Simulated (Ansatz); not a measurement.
A made-up structure of AlBH$_{4}$S, closed shell:

```
atom    x (Å)    y (Å)    z (Å)
 Al1  -1.1798   0.2564  -0.3887
  B2   0.7475   0.5736   0.4528
  S3   1.8801  -0.7780   0.5152
  H4  -1.4867  -1.2322  -0.8808
  H5   3.1779  -1.1319   0.7155
  H6   1.2155   1.5733   0.9136
  H7   1.1347  -1.7528  -0.0437
```

It is relaxed with PBE-D4/def2-SVP and then PBE0-D4/def2-TZVP (Ansatz 0.2.0). Atoms count as bonded within 1.22 times the sum of their covalent radii (H–H: 0.88 Å). The end point is not checked to be a true minimum.

Question: Does its bonding change? (Judge from chemistry; the calculation decides.)

Answer: Computed: No: no bond forms or breaks.

Where it ends: The first stage lowers the energy by 1.49 eV in 16 steps. It ends as AlBH₄S ([AlH][BH][SH2]):
```csv
atom,x (Å),y (Å),z (Å)
Al1,-0.7796,-0.0648,-0.6809
B2,0.6934,0.3304,0.5380
S3,2.1003,-0.7622,0.9230
H4,-2.2344,-0.5450,-1.1066
H5,3.0923,-0.8376,-0.0370
H6,0.8870,1.4167,0.9999
H7,1.7302,-2.0293,0.6473
```

Labels in which every atom is bracketed show which atoms are joined, not bond orders.

For scale, one of the runs: PBE0-D4/def2-TZVP relaxation, 129 basis functions, launched by `ansatz run in.yaml --threads 2 --pin off --events-out ev --progress --plain --max-ram 4352MiB`. Hardware: 2 CPU threads of an Arm Neoverse V1, shared host. Wall time about 30 s.
